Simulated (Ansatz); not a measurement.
## Molecular dynamics of C2H7Al

The input (input.yaml):

```yaml
crystal:
  periodic: [false, false, false]
  atoms:
    - { symbol: Al, position_ang: [0.00147, 0.010829, -0.035257] }
    - { symbol: H, position_ang: [-0.012796, -0.012031, 1.568685] }
    - { symbol: C, position_ang: [1.7256, 0.015307, -0.97513] }
    - { symbol: H, position_ang: [2.070998, -1.014666, -1.144561] }
    - { symbol: H, position_ang: [1.666251, 0.490337, -1.961277] }
    - { symbol: H, position_ang: [2.514269, 0.516181, -0.4019] }
    - { symbol: C, position_ang: [-1.7172, 0.001535, -0.984882] }
    - { symbol: H, position_ang: [-2.293425, -0.902656, -0.746562] }
    - { symbol: H, position_ang: [-2.345237, 0.847917, -0.676526] }
    - { symbol: H, position_ang: [-1.609931, 0.047148, -2.074091] }
basis:
  gaussian: { orbitals: "6-31G*" }
hamiltonian:
  xc: pbe0
  dispersion: d4
md:
  timestep: 1.0
  n_steps: 500
  ensemble: nve
  temperature: 1000.0
  initial_velocities: maxwell_boltzmann
  seed: 256068
```

Launched with:

```bash
$ ansatz run input.yaml --threads 1 --pin off --max-ram 2048MiB --backend cpu --events-out ev --progress --plain --runs-dir out
```

It starts from a relaxed structure.

Output, in part (step lines, the closing report, with atoms numbered from 0):

```
md step     0: t =     0.00 fs  T =  1000.0 K  F+E_penalty+E_count = -8778.85459928 eV  E_kin = 1.034080 eV  conserved = -8777.82051928 eV  (22 SCF iters)
[... lines left out ...]
Total energy: -8778.65654842 eV, -322.6096777673 hartree
Atom 0 at     0.056432     0.204409    -0.974715 Å, force     0.447651    -0.767050     0.029413 eV/Å
Atom 1 at     0.277356     0.614249    -2.512019 Å, force    -0.096182     0.134596     0.090301 eV/Å
Atom 2 at     1.623609    -0.227194     0.129423 Å, force     0.990356     1.471860    -0.791415 eV/Å
Atom 3 at     1.349409    -0.315986     1.173386 Å, force     0.018293     0.038148     0.447248 eV/Å
Atom 4 at     2.176276    -1.142274    -0.157300 Å, force    -0.101317     0.429155    -0.037804 eV/Å
Atom 5 at     2.324194     0.693776     0.000055 Å, force    -0.744767    -1.593413     0.395098 eV/Å
Atom 6 at    -1.715510    -0.131909    -0.267174 Å, force    -1.588060    -0.015264    -0.110499 eV/Å
Atom 7 at    -2.404640     0.619858    -0.737942 Å, force     0.263720    -0.495975     0.385167 eV/Å
Atom 8 at    -2.130624    -1.132810    -0.607111 Å, force     0.523260     0.888019     0.342362 eV/Å
Atom 9 at    -1.877873    -0.066583     0.838076 Å, force     0.287046    -0.090076    -0.749871 eV/Å
Dipole moment:    -0.061522     0.039295     0.118363 e Å
```

The steps, from the saved trajectory:

```tsv
time (fs)	T (K)	potential energy less start (eV)	conserved less start (meV/atom)
0.0	1000	0.000	0.00
16.0	545	0.481	0.97
32.0	817	0.191	0.21
48.0	679	0.342	1.06
64.0	686	0.329	0.43
80.0	745	0.275	1.08
96.0	618	0.401	0.57
112.0	757	0.257	0.57
128.0	683	0.340	1.22
144.0	750	0.262	0.33
160.0	577	0.456	1.93
176.0	492	0.542	1.67
192.0	560	0.474	1.97
208.0	594	0.436	1.71
224.0	537	0.496	1.69
240.0	580	0.445	1.12
256.0	604	0.421	1.18
272.0	704	0.313	0.64
288.0	593	0.430	0.87
304.0	645	0.376	0.89
320.0	693	0.328	1.02
336.0	535	0.493	1.17
352.0	852	0.160	0.64
368.0	474	0.559	1.49
384.0	792	0.225	0.97
400.0	542	0.492	1.81
416.0	557	0.475	1.69
432.0	618	0.415	2.07
448.0	525	0.515	2.38
464.0	461	0.580	2.27
480.0	722	0.296	0.78
496.0	674	0.354	1.73
```

The run went to its last step. The conserved energy stayed within 3.4 meV per atom of its start (net change 0.81 meV per atom), so there is no drift, though single steps change it by up to 22 meV in the whole system, a sign of fast motions only just resolved. A run of 0.5 ps of so small a system gives no equilibrium averages.

The same pairs are bonded in the first frame and the last. Pairs count as bonded within 1.25 times the sum of covalent radii (0.12 Å more for H–H).

Last frame:

```xyz
10
Properties=species:S:1:pos:R:3
Al 0.056 0.204 -0.975
H 0.277 0.614 -2.512
C 1.624 -0.227 0.129
H 1.349 -0.316 1.173
H 2.176 -1.142 -0.157
H 2.324 0.694 0.000
C -1.716 -0.132 -0.267
H -2.405 0.620 -0.738
H -2.131 -1.133 -0.607
H -1.878 -0.067 0.838
```

The run took 19 min on 1 thread of Arm Neoverse V1 (shared host), peak memory 0.12 GiB.
